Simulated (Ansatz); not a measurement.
**H₃O− (singlet): from Hartree-Fock to the top rungs, aug-cc-pVTZ**

How much of the correlation energy of H₃O− (singlet) does each wave-function method recover here?

Computed with Ansatz 0.2.0, Gaussian basis. Level: aug-cc-pVTZ, core rule «outside noble gas», up to 1 orbitals frozen.

To be run: UHF; CCSD(T) on RHF; CCSD(T) on UHF; BCCD(T) on RHF; CCSDT(Q) on RHF; CCSDT(Q) on UHF.

5 further runs of the same task are left out: 1 for a known fault of the program, 4 set aside as unsound or not needed.

### 1 The geometry

The geometry is a PBE0/def2-TZVPD stationary point (not a proven minimum) of the parent state, kept for this charge and spin.

4 atoms, charge -1, spin multiplicity 1.

Atoms are counted from 1 here; the program's logs count them from 0.

Bond lengths: O1–H2 0.994 Å, O1–H3 1.048 Å, O1–H4 1.048 Å. Angles: H2–O1–H3 107.0°, H2–O1–H4 107.0°, H3–O1–H4 115.0°.

### 2 UHF

Input file in.yaml:

```yaml
crystal:
  periodic: [false, false, false]
  atoms:
    - {symbol: O, position_ang: [0.053909, -0.002347, 0.000000]}
    - {symbol: H, position_ang: [-0.277338, 0.934360, 0.000002]}
    - {symbol: H, position_ang: [-0.289188, -0.448554, 0.883737]}
    - {symbol: H, position_ang: [-0.289189, -0.448551, -0.883738]}
basis:
  gaussian: {orbitals: aug-cc-pVTZ}
total_charge: -1
magnetization: {spin_polarized: true, initial_magnetization: 0}
hamiltonian: {xc: hf}
output: {orbitals: {seedname: orbitals}}
```

Command:

```
$ ansatz run in.yaml --threads 1 --pin off --events-out ev --progress --plain --max-ram 2816MiB --backend cpu
```

The runs that follow: CCSD(T) on RHF; CCSD(T) on UHF; BCCD(T) on RHF; CCSDT(Q) on RHF; CCSDT(Q) on UHF.

Before running them: what should the planned runs give, taken together? Wanted: RCCSDT(Q) below the RHF energy; RMP2 from RCCSDT(Q); UMP2 from RCCSDT(Q); RCCSD from RCCSDT(Q); RCCSD(T) from RCCSDT(Q); UCCSD(T) from RCCSDT(Q); UCCSDT(Q) from RCCSDT(Q); T1 diagnostic.

As calculated:

| quantity | value |
| --- | --- |
| RCCSDT(Q) below the RHF energy | -9.0094 eV |
| RMP2 from RCCSDT(Q) | +14.49 kcal/mol |
| UMP2 from RCCSDT(Q) | +19.48 kcal/mol |
| RCCSD from RCCSDT(Q) | +9.07 kcal/mol |
| RCCSD(T) from RCCSDT(Q) | +0.63 kcal/mol |
| UCCSD(T) from RCCSDT(Q) | +0.94 kcal/mol |
| UCCSDT(Q) from RCCSDT(Q) | -0.05 kcal/mol |
| levels within 1 kcal/mol (43 meV) | RCCSD(T), UCCSD(T), BCCD(T), RCCSDT, UCCSDT, UCCSDT(Q) |
| T1 diagnostic | 0.034 |

**Reading.** RCCSD(T) misses by +0.63 kcal/mol, 0.3 % of the correlation energy. These misses are within one basis, not against nature.
